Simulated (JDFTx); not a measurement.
Input for a modified build of JDFTx: ethylene, C2H4 (SMILES C=C), charge 0, multiplicity 1, linear PCM (GLSSA13), ethanol, no salt; lengths in bohr, energies in hartree. This linear run has a cavity as tight as the nonlinear model's, a pairing that the parameters may not suit. The run starts from orbitals saved by an earlier run of the same system.

```
lattice \
  18.8972612463 0.0000000000 0.0000000000 \
  0.0000000000 17.9523981839 0.0000000000 \
  0.0000000000 0.0000000000 14.6453774658
coords-type Cartesian
ion C -1.2421466884 -0.0008168838 0.0022087925 0
ion C 1.2455800560 -0.0009153373 0.0015004307 0
ion H -2.3197866114 1.7283312694 -0.0022087925 0
ion H -2.3254607444 -1.7255445205 0.0005447760 0
ion H 2.3241411412 -1.7283312694 -0.0020193140 0
ion H 2.3254607444 1.7259733396 0.0007361231 0
ion-species pseudo/c_pbe_v1.2.upf
ion-species pseudo/h_pbe_v1.4.upf
elec-cutoff 20 100
elec-ex-corr gga-PBE
symmetries none
elec-n-bands 6
electronic-minimize nIterations 150 energyDiffThreshold 1e-7
fluid LinearPCM
pcm-variant GLSSA13
fluid-solvent Ethanol
fluid-minimize nIterations 400 knormThreshold 1e-11
wavefunction read s0.wfns 9
dump-name s5.$VAR
dump End State Ecomponents EigStats BandEigs Forces ElecDensity IonicPositions FluidDebug
```

The log closes as follows.

```
[...]
ElecMinimize: Iter:   6  Etot: -13.759628351921842  |grad|_K:  4.173e-07  alpha:  1.176e+00  linmin: -3.798e-03
ElecMinimize: Iter:   7  Etot: -13.759628376704883  |grad|_K:  1.861e-07  alpha:  1.117e+00  linmin: -1.053e-02
ElecMinimize: Iter:   8  Etot: -13.759628381923253  |grad|_K:  8.304e-08  alpha:  1.177e+00  linmin:  2.210e-05
ElecMinimize: Converged (|Delta Etot|<1.000000e-07 for 2 iters).

# Ionic positions in cartesian coordinates:
ion C  -1.242146688400000  -0.000816883800000   0.002208792500000 0
ion C   1.245580056000000  -0.000915337300000   0.001500430700000 0
ion H  -2.319786611400000   1.728331269400000  -0.002208792500000 0
ion H  -2.325460744400000  -1.725544520500000   0.000544776000000 0
ion H   2.324141141200000  -1.728331269400000  -0.002019314000000 0
ion H   2.325460744400000   1.725973339600000   0.000736123100000 0

# Forces in Cartesian coordinates:
force C  -0.011338072865154   0.000485177821561  -0.000178600318301 0
force C   0.011040091233546  -0.000132700368503  -0.000068518470858 0
force H  -0.006443111028682   0.011520219166168   0.000126274362649 0
force H  -0.006435966173528  -0.011790489563809   0.000024057332469 0
force H   0.006649549278608  -0.011809650188823   0.000095817670464 0
force H   0.006535760987960   0.011724265081288   0.000000661193423 0

# Energy components:
   A_diel =       -0.0080320519550731
   Eewald =        8.0676032854139006
       EH =       18.2626831583425648
     Eloc =      -45.0932397495577248
      Enl =        1.5135881576623651
      Exc =       -5.0209504679490360
 Exc_core =        0.0673522453888518
       KE =        8.4513670407308972
-------------------------------------
     Etot =      -13.7596283819232532
```

The run took 9 electronic cycles (a count that differs between repeats, as do the digits past 10⁻⁶ Ha); the total lies -0.19 eV from the vacuum run at this geometry.
